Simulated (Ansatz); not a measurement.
# BNH₃ (quartet): from Hartree-Fock to the top rungs at distance B1–H4 along a hydrogen transfer = 1.729 Å, cc-pVDZ

Aim: climb from Hartree-Fock through coupled cluster and multireference methods for BNH₃ (quartet) at one geometry and basis, and see what each rung misses.

The runs use Ansatz 0.2.0, Gaussian basis; cc-pVDZ, core rule «outside noble gas», up to 2 orbitals frozen.

The runs, in order: UHF; CCSD(T) on ROHF; CCSD(T) on UHF; BCCD(T) on ROHF; CISD; CCSDT(Q) on ROHF; CCSDT(Q) on UHF; CASSCF and MRCISD+Q, 5 electrons in 5 orbitals; CASSCF and NEVPT2, 5 electrons in 5 orbitals.

16 further runs of the same task are left out: 4 for a known fault of the program, 10 that didn't finish, 2 set aside as unsound or not needed.

## (1) The geometry

The geometry derives from fragments relaxed apart (PBE0/def2-TZVP) and kept rigid, so it is no stationary point. A hydrogen atom is moved between rigid fragments.

5 atoms, charge 0, spin multiplicity 4.

Atoms are counted from 1 here; the program's logs count them from 0.

Bond lengths: B1–H2 1.193 Å, B1–H3 1.193 Å, H4–N5 1.129 Å. Angles: H2–B1–H3 120.0°.

Geometry (Å):

```xyz
5
charge 0, multiplicity 4
B    -1.4572    0.0000    0.0000
H    -2.0539    1.0336    0.0000
H    -2.0539   -1.0336    0.0000
H     0.2718    0.0000    0.0000
N     1.4008    0.0000    0.0000
```

## (2) UHF

in.yaml

```yaml
crystal:
  periodic: [false, false, false]
  atoms:
    - {symbol: B, position_ang: [-1.457210, 0.000000, 0.000000]}
    - {symbol: H, position_ang: [-2.053943, 1.033571, 0.000000]}
    - {symbol: H, position_ang: [-2.053943, -1.033571, 0.000000]}
    - {symbol: H, position_ang: [0.271790, 0.000000, 0.000000]}
    - {symbol: N, position_ang: [1.400790, 0.000000, 0.000000]}
basis:
  gaussian: {orbitals: cc-pVDZ}
magnetization: {spin_polarized: true, initial_magnetization: 3}
hamiltonian: {xc: hf}
output: {orbitals: {seedname: orbitals}}
```

Command:

```bash
ansatz run in.yaml --threads 1 --pin off --events-out ev --progress --plain --max-ram 2393MiB
```

Further steps of the session: CCSD(T) on ROHF; CCSD(T) on UHF; BCCD(T) on ROHF; CISD; CCSDT(Q) on ROHF; CCSDT(Q) on UHF; CASSCF and MRCISD+Q, 5 electrons in 5 orbitals; CASSCF and NEVPT2, 5 electrons in 5 orbitals.

Before running them: what should the planned runs give, taken together? Wanted: UCCSDT(Q) below the RHF energy; RMP2 from UCCSDT(Q); UMP2 from UCCSDT(Q); RCCSD from UCCSDT(Q); RCCSD(T) from UCCSDT(Q); UCCSD(T) from UCCSDT(Q); RCCSDT(Q) from UCCSDT(Q); NEVPT2 pair from UCCSDT(Q); T1 diagnostic.

The runs gave:

| quantity | value |
| --- | --- |
| UCCSDT(Q) below the RHF energy | -6.4552 eV |
| RMP2 from UCCSDT(Q) | +1240.8 meV |
| UMP2 from UCCSDT(Q) | +1246.6 meV |
| RCCSD from UCCSDT(Q) | +138.8 meV |
| RCCSD(T) from UCCSDT(Q) | +30.2 meV |
| UCCSD(T) from UCCSDT(Q) | +28.8 meV |
| RCCSDT(Q) from UCCSDT(Q) | +1.7 meV |
| NEVPT2 pair from UCCSDT(Q) | +1158.3 meV |
| levels within 1 kcal/mol (43 meV) | RCCSD(T), UCCSD(T), BCCD(T), RCCSDT, UCCSDT, RCCSDT(Q) |
| T1 diagnostic | 0.026 |

In words: RCCSD(T) misses by +30.2 meV, 0.5 % of the correlation energy. These misses are within one basis, not against nature; the frozen cores of restricted and unrestricted runs differ, which can shift their rows.
